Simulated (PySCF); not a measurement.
A structure optimised at B3LYP-D3(BJ)/def2-TZVP, used in a PySCF frequency run:

```xyz
6

N      0.7083     0.0978     0.0736
N     -0.7083    -0.0978     0.0736
H      1.1441    -0.7816     0.3186
H      1.0600     0.3861    -0.8341
H     -1.1441     0.7816     0.3186
H     -1.0600    -0.3861    -0.8341
```

### Question
Write its SMILES, formula and point group.

### Answer
NN, H4N2, C2

### Question
What are its rotational constants (standard atomic weights)?

### Answer
145.53, 24.370, 24.347 GHz
